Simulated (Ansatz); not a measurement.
Ansatz (a program for electronic structure) input:

Ansatz 0.2 input:
```yaml
crystal:
  periodic: [false, false, false]
  atoms:
    - {symbol: C, position_ang: [0.00080378, -0.02177211, 0.41324146]}
    - {symbol: C, position_ang: [-0.00024699, -0.78565312, -0.85206570]}
    - {symbol: C, position_ang: [-0.00289049, 0.75882242, -0.86330175]}
    - {symbol: C, position_ang: [0.00340449, -0.09814573, 1.74489492]}
    - {symbol: H, position_ang: [-0.90817693, -1.28775662, -1.19152984]}
    - {symbol: H, position_ang: [0.90811688, -1.28467239, -1.19490016]}
    - {symbol: H, position_ang: [0.90395000, 1.25679477, -1.21086112]}
    - {symbol: H, position_ang: [-0.91270055, 1.25370994, -1.20749014]}
    - {symbol: H, position_ang: [0.00238584, 0.94241549, 2.14816769]}
basis:
  gaussian:
    orbitals: aug-cc-pVDZ
total_charge: -1
magnetization: {spin_polarized: false}
correlation: {method: ccsd_t, electrons: outside_noble_gas}
output: {forces: true}
```

Problem. What final total energy does it print?

Solution. -154.87780 Eh (CCSD(T)/aug-cc-pVDZ). The basis has 137 functions. The run takes very roughly 5 core-minutes.

It need not be the lowest isomer of its formula. Whether it binds its extra electron was not tested at this geometry.
